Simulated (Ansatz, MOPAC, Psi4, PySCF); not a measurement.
Gas-phase reaction in SMILES: F[Si](Cl)(Cl)Cl [trichloro(fluoro)silane] → F atom + Cl[Si](Cl)Cl (the F-Si bond breaks)

Quantity: bond dissociation energy (enthalpy at 298 K), in kcal/mol. Set-up: valence correlation only; six Cartesian d functions in 6-31G* and its kin unless marked 5d; open shells spin-unrestricted; 6-311+G** with 5d, 6d on Na to Ar in Ansatz (a program for electronic structure); spin-orbit terms left out; non-relativistic; dispersion terms only where a functional's name holds one. Basis-set limits of correlation are two-point, X^-3; Hartree-Fock from the larger set. The bracket is a focal-point correction in the basis named. First-principles rows: single points at B3LYP-D3(BJ) geometries (Ansatz), with unscaled harmonic terms from B3LYP/6-31G* (Ansatz) at its own minima. Semi-empirical rows: MOPAC heats of formation at their own minima for 298 K.

Coupled cluster (Ansatz) is a level with limits of its own, used here on species with T1 under 0.025 (0.045 for open shells) and stable references: RI-MP2/CBS(cc-pV(T+d)Z,cc-pV(Q+d)Z)+[CCSD(T)-MP2]/cc-pV(T+d)Z.

Value to compare with, RI-MP2/CBS(cc-pV(T+d)Z,cc-pV(Q+d)Z)+[CCSD(T)-MP2]/cc-pV(T+d)Z (Ansatz): 157.1 kcal/mol.

```
level                            program  bond dissociation energy (enthalpy at 298 K) (kcal/mol)  difference
------------------------  --------------  -------------------------------------------------------  ----------
MNDO                               MOPAC                                                    130.6       -26.5
HF/6-31G*                         Ansatz                                                    113.7       -43.4
HF/6-311+G**                      Ansatz                                                    108.4       -48.7
SVWN5/6-31G*                      Ansatz                                                    172.7        15.6
PBE/6-31G*                        Ansatz                                                    150.6        -6.5
B3LYP/STO-3G                      Ansatz                                                    112.1       -45.0
B3LYP/6-31G*                      Ansatz                                                    147.2        -9.9
M06-2X/6-31G* (5d)                 PySCF                                                    150.2        -6.9
wB97X-D/6-31G*                      Psi4                                                    149.1        -8.0
MP2/STO-3G                        Ansatz                                                     82.8       -74.3
B2PLYP-D3(BJ)/def2-TZVPD  Ansatz + dftd3                                                    151.4        -5.7
```

Among the 10 habitual levels, MP2/STO-3G lies farthest from RI-MP2/CBS(cc-pV(T+d)Z,cc-pV(Q+d)Z)+[CCSD(T)-MP2]/cc-pV(T+d)Z (Ansatz) (-74.3 kcal/mol); 1 of 10 lie above it, and their mean absolute difference is 28.5 kcal/mol, the median 21.1. One case shows no general order.

The levels are drawn from those run, B3LYP/6-31G* more often than the rest, none by its result; left out are runs that failed, that the program found above a lower state of the same kind, or whose <S^2> lies over 0.5 above the pure value.
